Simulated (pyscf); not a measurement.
Single points on ωB97X-D3(BJ)/def2-SVP structures (PySCF, gas phase).

### Question
How much does it cost (ΔH, 298 K, ωB97M-D3(BJ)/def2-TZVP) to split O=WH(=O)–OH (SMILES [O]=[WH](=[O])[OH]) at its H–W bond into [O=W(=O)–OH]• + H•?

### Answer
H–W to [O=W(=O)–OH]• + H•: 79.0 kcal/mol. The 7 functionals that were run give +74.4 (M06-2X) to +81.2 kcal/mol (ωB97X-D3(BJ)). The radicals are drawn with the spin at the cut bond; how far it spreads was not checked. Other isomers of [O=W(=O)–OH]• were not searched in full and may lie lower. Open-shell species with a d-block atom are single-reference here; other states, and whether the spin sits on metal or ligand, were not checked. Elements past Kr carry the def2 core potentials, without spin-orbit coupling.
